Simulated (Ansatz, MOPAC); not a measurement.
Bond separation energy, enthalpy at 298 K: 6 cases among organics with sulfur, in kcal/mol, species as SMILES. Each species reacts with one-heavy-atom hydrides (CH4, NH3, H2O and the like) so that every bond between heavy atoms ends in the simplest two-heavy-atom molecule with that bond. Conventions: 6-311+G** with 5d, 6d on Na to Ar in Ansatz (an electronic-structure program); six Cartesian d functions in 6-31G* and its kin unless marked 5d; frozen cores in correlated levels; no spin-orbit coupling; non-relativistic; dispersion terms only where a functional's name holds one. Ab initio and DFT rows: single points at B3LYP-D3(BJ) geometries (Ansatz), with unscaled harmonic terms from B3LYP/6-31G* (Ansatz) at its own minima. Semi-empirical rows: MOPAC heats of formation at their own minima for 298 K. The Hartree-Fock reference of c1ccsc1 is unstable towards a lower, spin-broken solution.

Measured values: Active Thermochemical Tables 1.112 (ions: stationary electron), as tabulated in the package chemicals; CRC Handbook, as tabulated in the package chemicals; G2/97 table in ASE (Curtiss et al.); Active Thermochemical Tables 1.112 (ions: stationary electron), as tabulated in the package chemicals; G2/97 table in ASE (Curtiss et al.); G2/97 table in ASE (Curtiss et al.); they hold spin-orbit and core effects, anharmonicity and other conformers. 

| species | atoms | measured | error of PM6 (MOPAC) | error of HF/STO-3G (Ansatz) | error of B3LYP/6-31+G* (Ansatz) | error of PBE0/6-311+G** (Ansatz) | error of MP2/3-21G (Ansatz) | error of wB97M-V/def2-TZVPD (Ansatz) | error of B2PLYP-D3(BJ)/def2-TZVPD (Ansatz + dftd3) |
|---|---|---|---|---|---|---|---|---|---|
| C1CS1 | 7 | -10.1 | -11.2 | -23.5 | 0.5 | -0.2 | -3.4 | 0.0 | 0.6 |
| CSC [methylsulfanylmethane] | 9 | 2.8 | -2.6 | -0.4 | -0.7 | -0.2 | -0.9 | 0.2 | 0.1 |
| c1ccsc1 [thiophene] | 9 | 42.8 | -13.7 | 0.9 | -2.9 | -1.0 | -6.6 | -1.7 | 1.5 |
| CCS [ethanethiol] | 9 | 3.4 | -0.1 | -3.3 | -1.3 | -0.9 | 0.5 | -0.7 | -0.5 |
| C1CSC1 | 10 | -7.2 | 2.6 | -9.3 | -2.1 | -2.1 | -0.4 | -1.4 | -1.6 |
| C1=CCSC1 | 11 | 16.9 | 0.0 | -1.9 | -2.1 | -1.2 | 3.6 | -0.9 | -0.1 |

```csv
level,cases,mean signed error,mean absolute error,median absolute error,largest absolute error
PM6 (MOPAC),6,-4.17,5.03,2.60,13.7
HF/STO-3G (Ansatz),6,-6.25,6.55,2.60,23.5
B3LYP/6-31+G* (Ansatz),6,-1.43,1.60,1.70,2.9
PBE0/6-311+G** (Ansatz),6,-0.93,0.93,0.95,2.1
MP2/3-21G (Ansatz),6,-1.20,2.57,2.15,6.6
wB97M-V/def2-TZVPD (Ansatz),6,-0.75,0.82,0.80,1.7
B2PLYP-D3(BJ)/def2-TZVPD (Ansatz + dftd3),6,0.00,0.73,0.55,1.6
```

PM6 lies above in 1 of 6 cases and within 2 kcal/mol in 2; mean signed error -4.17 kcal/mol, mean absolute 5.03 kcal/mol (6.90 over the 4 cases of up to 9 atoms, 1.30 over the larger). These figures hold for the species listed.

How the rows were picked: cases drawn at random among the computed members of the class that have a tabulated value. The batch they came from held 6 cases of this property in the class: 6 with a tabulated value, 0 with clean coupled cluster alone, 0 with neither, which enter no statistics. The levels are drawn from those run on every case listed, the commonest habits more often. No case is left out for the size of its miss. Left out are saddle points of the reference geometry, anions that the best level run finds unbound, excited spin states, species near biochemistry, 298 K rows of species without real B3LYP wavenumbers, cases with under five habitual levels, runs that failed or that the program found above a lower state of the same kind, table entries that another table contradicts, and a share of species set aside by lot.
